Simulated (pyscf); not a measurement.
H₃Ge–SnH₃ + methyl (CH₃•) -> SnH₃• + H₃C–GeH₃, a substitution at Ge (doublet surface; Ge–Sn broken, C–Ge formed). PySCF, gas phase, ωB97X-D3(BJ)/def2-SVP geometries. Energies in kcal/mol from the separated reactants.

Small-basis levels: PySCF, no dispersion term, spherical d functions. Open shells are spin-unrestricted. 

### Question
Quick HF/6-31G*+LANL2DZ single points give ΔE‡ = 25.8 kcal/mol and ΔE = -12.3 kcal/mol. What does ωB97M-D3(BJ)/def2-TZVP give, and how far is the quick result from it?

### Answer
ωB97M-D3(BJ)/def2-TZVP gives ΔE‡ = 9.5 kcal/mol and ΔE = -18.4 kcal/mol. HF/6-31G*+LANL2DZ lies 16.3 kcal/mol over it in the barrier and 6.1 kcal/mol over it in the reaction energy, so on this step it does not hold to within 3.0 kcal/mol. ωB97M-D3(BJ)/def2-TZVP has limits of its own. The same reactants have a lower exit, to H₃Ge–SnH₂• + CH₄ (barrier +2.5 kcal/mol at ωB97M-D3(BJ)/def2-TZVP, against +9.5 kcal/mol here). One saddle was located; it need not be the lowest between these sides. The angle at the attacked Ge is 180°. In the def2 sets elements up to Kr have no core potential. In the def2 sets elements past Kr carry core potentials, without spin-orbit coupling.
